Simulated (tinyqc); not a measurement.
Inside a calculation. Method: UHF in the sto-3g basis, for LiH+, spin multiplicity 2. One step of it, computed by the program tinyqc.

Problem. Iteration 1: building the Fock matrix. J_ij = sum D_kl (ij|kl) with D = D(alpha) + D(beta), K_ij = sum D_kl (ik|jl) for each spin; F = H + J - K(s); E = tr D H + tr D J / 2 - 0.5 sum_s tr D(s) K(s) + E_nn.

D(alpha) at the start:
```
            1Li 1s     1Li 2s   1Li 2px   1Li 2py    1Li 2pz      2H 1s
1Li 1s    1.022986  -0.068147  0.000000  0.000000  -0.042253  -0.057813
1Li 2s   -0.068147   0.156736  0.000000  0.000000   0.156293   0.229576
1Li 2px   0.000000   0.000000  0.000000  0.000000   0.000000   0.000000
1Li 2py   0.000000   0.000000  0.000000  0.000000   0.000000   0.000000
1Li 2pz  -0.042253   0.156293  0.000000  0.000000   0.156517   0.230014
2H 1s    -0.057813   0.229576  0.000000  0.000000   0.230014   0.338044
```

D(beta) at the start:
```
            1Li 1s     1Li 2s   1Li 2px   1Li 2py    1Li 2pz      2H 1s
1Li 1s    1.011268  -0.025378  0.000000  0.000000   0.000573   0.005122
1Li 2s   -0.025378   0.000637  0.000000  0.000000  -0.000014  -0.000129
1Li 2px   0.000000   0.000000  0.000000  0.000000   0.000000   0.000000
1Li 2py   0.000000   0.000000  0.000000  0.000000   0.000000   0.000000
1Li 2pz   0.000573  -0.000014  0.000000  0.000000   0.000000   0.000003
2H 1s     0.005122  -0.000129  0.000000  0.000000   0.000003   0.000026
```

core Hamiltonian H = T + V (hartree):
```
            1Li 1s     1Li 2s    1Li 2px    1Li 2py    1Li 2pz      2H 1s
1Li 1s   -4.691212  -1.053333   0.000000   0.000000  -0.011969  -0.171721
1Li 2s   -1.053333  -1.368651   0.000000   0.000000  -0.107373  -0.546275
1Li 2px   0.000000   0.000000  -1.113202   0.000000   0.000000   0.000000
1Li 2py   0.000000   0.000000   0.000000  -1.113202   0.000000   0.000000
1Li 2pz  -0.011969  -0.107373   0.000000   0.000000  -1.198188  -0.706246
2H 1s    -0.171721  -0.546275   0.000000   0.000000  -0.706246  -1.321263
```

Two-electron integrals (ij|kl) in chemists' order, unique and non-zero (hartree):
```
(11|11) 1.680395   (21|11) 0.265420   (21|21) 0.049941   (22|11) 0.397727
(22|21) 0.092860   (22|22) 0.290562   (31|31) 0.008981   (32|31) 0.013788
(32|32) 0.064184   (33|11) 0.396640   (33|21) 0.092880   (33|22) 0.290497
(33|33) 0.312946   (41|41) 0.008981   (42|41) 0.013788   (42|42) 0.064184
(43|43) 0.016869   (44|11) 0.396640   (44|21) 0.092880   (44|22) 0.290497
(44|33) 0.279207   (44|44) 0.312946   (51|51) 0.008981   (52|51) 0.013788
(52|52) 0.064184   (53|53) 0.016869   (54|54) 0.016869   (55|11) 0.396640
(55|21) 0.092880   (55|22) 0.290497   (55|33) 0.279207   (55|44) 0.279207
(55|55) 0.312946   (61|11) 0.040571   (61|21) 0.007684   (61|22) 0.014602
(61|33) 0.014432   (61|44) 0.014432   (61|51) 0.000931   (61|52) 0.001817
(61|55) 0.014948   (61|61) 0.001297   (62|11) 0.114105   (62|21) 0.027052
(62|22) 0.091942   (62|33) 0.086927   (62|44) 0.086927   (62|51) 0.004324
(62|52) 0.028118   (62|55) 0.101884   (62|61) 0.005002   (62|62) 0.051321
(63|31) 0.001956   (63|32) 0.009625   (63|53) 0.004118   (63|63) 0.003287
(64|41) 0.001956   (64|42) 0.009625   (64|54) 0.004118   (64|64) 0.003287
(65|11) 0.147149   (65|21) 0.035196   (65|22) 0.123716   (65|33) 0.115234
(65|44) 0.115234   (65|51) 0.006674   (65|52) 0.043187   (65|55) 0.140550
(65|61) 0.006717   (65|62) 0.075034   (65|65) 0.110853   (66|11) 0.284772
(66|21) 0.068550   (66|22) 0.257280   (66|33) 0.234757   (66|44) 0.234757
(66|51) 0.011700   (66|52) 0.096378   (66|55) 0.302165   (66|61) 0.013053
(66|62) 0.182942   (66|65) 0.276687   (66|66) 0.774606
```

nuclear repulsion = 0.85535110 hartree

Give: Coulomb J; exchange K(alpha); exchange K(beta); F(alpha); F(beta); total energy of this density.

Solution.

Coulomb J (hartree):
```
         1Li 1s  1Li 2s  1Li 2px  1Li 2py  1Li 2pz  2H 1s
1Li 1s    3.705   0.611    0.000    0.000    0.012  0.096
1Li 2s    0.611   1.067    0.000    0.000    0.084  0.385
1Li 2px   0.000   0.000    1.050    0.000    0.000  0.000
1Li 2py   0.000   0.000    0.000    1.050    0.000  0.000
1Li 2pz   0.012   0.084    0.000    0.000    1.096  0.525
2H 1s     0.096   0.385    0.000    0.000    0.525  1.155
```

exchange K(alpha) (hartree):
```
         1Li 1s  1Li 2s  1Li 2px  1Li 2py  1Li 2pz  2H 1s
1Li 1s    1.692   0.263    0.000    0.000    0.007  0.047
1Li 2s    0.263   0.163    0.000    0.000    0.142  0.216
1Li 2px   0.000   0.000    0.027    0.000    0.000  0.000
1Li 2py   0.000   0.000    0.000    0.027    0.000  0.000
1Li 2pz   0.007   0.142    0.000    0.000    0.188  0.276
2H 1s     0.047   0.216    0.000    0.000    0.276  0.521
```

exchange K(beta) (hartree):
```
         1Li 1s  1Li 2s  1Li 2px  1Li 2py  1Li 2pz  2H 1s
1Li 1s    1.686   0.258    0.000    0.000    0.001  0.039
1Li 2s    0.258   0.046    0.000    0.000    0.000  0.007
1Li 2px   0.000   0.000    0.008    0.000    0.000  0.000
1Li 2py   0.000   0.000    0.000    0.008    0.000  0.000
1Li 2pz   0.001   0.000    0.000    0.000    0.008  0.001
2H 1s     0.039   0.007    0.000    0.000    0.001  0.001
```

F(alpha) (hartree):
```
         1Li 1s  1Li 2s  1Li 2px  1Li 2py  1Li 2pz   2H 1s
1Li 1s   -2.678  -0.706    0.000    0.000   -0.006  -0.123
1Li 2s   -0.706  -0.465    0.000    0.000   -0.166  -0.377
1Li 2px   0.000   0.000   -0.091    0.000    0.000   0.000
1Li 2py   0.000   0.000    0.000   -0.091    0.000   0.000
1Li 2pz  -0.006  -0.166    0.000    0.000   -0.290  -0.456
2H 1s    -0.123  -0.377    0.000    0.000   -0.456  -0.687
```

F(beta) (hartree):
```
         1Li 1s  1Li 2s  1Li 2px  1Li 2py  1Li 2pz   2H 1s
1Li 1s   -2.672  -0.700    0.000    0.000    0.000  -0.115
1Li 2s   -0.700  -0.347    0.000    0.000   -0.024  -0.168
1Li 2px   0.000   0.000   -0.072    0.000    0.000   0.000
1Li 2py   0.000   0.000    0.000   -0.072    0.000   0.000
1Li 2pz   0.000  -0.024    0.000    0.000   -0.110  -0.182
2H 1s    -0.115  -0.168    0.000    0.000   -0.182  -0.167
```

total energy of this density = -7.57815 hartree
